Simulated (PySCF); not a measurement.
## Atomization energy of NClO, singlet, from cheap to dear

Geometry (MP2(full)/6-31G*, from the G2/97 set):

```xyz
3

Cl   -0.5258   -0.9400    0.0000
N     0.0119    1.0183    0.0000
O     1.1546    1.1916    0.0000
```

Measured, as an electronic atomization energy: 191.3 kcal/mol (G2/97 heats of formation of molecule and atoms, with zero-point and thermal terms from B3LYP taken off; Curtiss et al., J. Chem. Phys. 106, 1063 (1997), Staroverov et al., J. Chem. Phys. 119, 12129 (2003)). The measured value holds scalar relativity and spin–orbit coupling, which all computed ones lack, and core correlation, which the wave-function levels lack. Atoms are taken at the same level; beside RHF, RMP2 and RCC rows they are unrestricted. The atoms' steps beyond CCSDT are taken from full CI of the atoms, which share full CI's core. PySCF 2.14.0; the 6-31G* set has Cartesian d functions; a miss is computed less measured; times are wall times on shared hosts and scatter by a factor of two or so; they hold the correlated step alone (with one SCF for RCCSD(T)), and functionals start from a converged Hartree–Fock density. B3LYP has the VWN-RPA form, and B2PLYP's MP2 part freezes the cores. A small miss in a small set is a cancellation of the method's error against the basis error.

```csv
level,basis,miss (kcal/mol),time of the run,hardware
RHF,STO-3G,-194.0,–,–
RMP2,STO-3G,-92.2,–,–
RCCSD(T),STO-3G,-77.7,0.17 s,1 CPU thread
RCCSDT(Q),STO-3G,-75.9,1.6 s,1 CPU thread
full CI,STO-3G,-75.8,2.5 s,1 CPU thread
RHF,6-31G,-209.0,–,–
UHF,6-31G,-200.1,–,–
RMP2,6-31G,-70.5,–,–
UMP2,6-31G,-101.5,–,–
RCCSD(T),6-31G,-77.1,0.37 s,1 CPU thread
UCCSD(T),6-31G,-78.4,1.1 s,1 CPU thread
PBE,6-31G,-3.7,2.9 s,1 CPU thread
B3LYP,6-31G,-39.3,3.4 s,1 CPU thread
RHF,6-31G*,-157.6,–,–
RMP2,6-31G*,-16.7,–,–
UMP2,6-31G*,-38.1,–,–
UCCSD(T),6-31G*,-31.5,8.3 s,1 CPU thread
RCCSDT(Q),6-31G*,-27.3,10 min,1 CPU thread
PBE,6-31G*,32.3,4.7 s,1 CPU thread
B2PLYP,6-31G*,-8.7,7.4 s,1 CPU thread
RHF,cc-pV(D+d)Z,-157.0,–,–
UHF,cc-pV(D+d)Z,-151.3,–,–
RMP2,cc-pV(D+d)Z,-16.3,–,–
UMP2,cc-pV(D+d)Z,-38.0,–,–
UCCSD(T),cc-pV(D+d)Z,-31.1,11 s,1 CPU thread
RCCSDT(Q),cc-pV(D+d)Z,-26.8,11 min,1 CPU thread
PBE,cc-pV(D+d)Z,33.4,5.2 s,1 CPU thread
B3LYP,cc-pV(D+d)Z,0.1,5.9 s,1 CPU thread
B2PLYP,cc-pV(D+d)Z,-8.0,8.2 s,1 CPU thread
RHF,cc-pV(T+d)Z,-152.1,30 s,1 CPU thread
RMP2,cc-pV(T+d)Z,1.3,–,–
RCCSD(T),cc-pV(T+d)Z,-14.1,31 s,1 CPU thread
UCCSD(T),cc-pV(T+d)Z,-16.2,3.6 min,1 CPU thread
PBE,cc-pV(T+d)Z,33.7,13 s,1 CPU thread
wB97M-V,cc-pV(T+d)Z,-0.6,67 s,1 CPU thread
B2PLYP,cc-pV(T+d)Z,-1.0,23 s,1 CPU thread
RHF,cc-pV(Q+d)Z,-151.4,–,–
UHF,cc-pV(Q+d)Z,-145.5,–,–
RMP2,cc-pV(Q+d)Z,8.7,–,–
RCCSD(T),cc-pV(Q+d)Z,-7.2,6.8 min,1 CPU thread
```

HF's time is that of a plain UHF run. A dash: the level came out of a higher level's run.

A composite of the best parts (restricted reference, at this geometry, which isn't the minimum of the high levels):

```tsv
part	kcal/mol
Hartree–Fock limit (T, Q; exp(−5.46 √X))	40.06
CCSD(T) correlation limit (T, Q; X⁻³)	148.80
CCSDT − CCSD(T) (DZ)	0.54
(Q) (DZ)	2.01
sum	191.4
sum less measured	0.1
```
